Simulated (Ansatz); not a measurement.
doublet H2S(+): levels of theory in one basis

| atom | x (Å) | y (Å) | z (Å) |
| --- | --- | --- | --- |
| H | 0.0000 | 0.3130 | -0.9981 |
| S | 0.0000 | -0.6261 | 0.0000 |
| H | 0.0000 | 0.3130 | 0.9981 |

Basis set: def2-SVP (spherical functions). Frozen core: 5 orbitals. Correlation on ROHF uses semicanonical orbitals with singles. Charge 1, multiplicity 2.

Computed with Ansatz (development build ahead of 0.2.0); each method stands on the lowest determinant of its kind that the runs found.

```csv
method,E − E(ROHF) (eV),<S²> of the determinant
ROHF,0.00,0.75
UHF,-0.13,0.76
ROHF-MP2,-3.30,–
UHF-MP2,-3.29,0.76
```

(1) What does ROHF-CCSD(T) give on the same scale?

Answers

(1) -4.05 eV.
